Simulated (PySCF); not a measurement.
# Ways to converge the SCF of ClH2⁻

The same problem is solved with other solver options, one edit a run.

Method: each script names its method and basis; program: PySCF 2.14.0.

### Step 1. Where the work starts

ClH2⁻: 3 atoms, charge -1, spin multiplicity 1.

Bond lengths: Cl1–H3 1.370 Å.

### Step 2. Base script

input.py reads:

```python
from pyscf import gto, scf

mol = gto.M(
    atom='Cl 0 0 -0.0231; H 0 0 2.1939; H 0 0 -1.3928',
    basis='sto-3g',
    charge=-1,
    spin=0,
    verbose=3,
)
mf = scf.UHF(mol)
mf.kernel()
mf.dip_moment()
print('orbital energies (hartree):', [e[max(0, n-3):n+3].round(4) for e, n in zip(mf.mo_energy, mol.nelec)])
```

Launch:

```bash
$ OMP_NUM_THREADS=1 python input.py
```

The log of this run is left out.

In short: E(SCF) = -455.306506 Eh.

The dipole of an ion depends on the origin.

### Step 3. DIIS space 2

Variant 1 changes DIIS space: default → 2.

input.py reads:

```python
from pyscf import gto, scf

mol = gto.M(
    atom='Cl 0 0 -0.0231; H 0 0 2.1939; H 0 0 -1.3928',
    basis='sto-3g',
    charge=-1,
    spin=0,
    verbose=3,
)
mf = scf.UHF(mol)
mf.diis_space = 2
mf.kernel()
mf.dip_moment()
print('orbital energies (hartree):', [e[max(0, n-3):n+3].round(4) for e, n in zip(mf.mo_energy, mol.nelec)])
```

Launch:

```bash
$ OMP_NUM_THREADS=1 python input.py
```

### Step 4. Convergence threshold 0.001 hartree

Variant 2 changes convergence threshold: default → 0.001 hartree.

input.py, as its differences from that of step 2:

```diff
@@ -10,2 +10,3 @@
 mf = scf.UHF(mol)
+mf.conv_tol = 0.001
 mf.kernel()
```

Before running it: what results should come out? Wanted: for each run, E(SCF); from base; gap.

**Answer**, as computed:

| run | E(SCF) (hartree) | from base (eV) | gap (eV) |
| --- | --- | --- | --- |
| base | -455.306506 | 0 | 10.11 |
| DIIS space 2 | -455.306506 | 0.0000 | 10.11 |
| convergence threshold 0.001 hartree | -455.306586 | not comparable | 9.88 |

The highest filled level of this anion is positive: the basis lacks diffuse functions or the electron is not bound, so these numbers hang on the basis. With DIIS space 2 the SCF ends at the base energy. Rows marked «poor choice» come from settings spoiled on purpose.
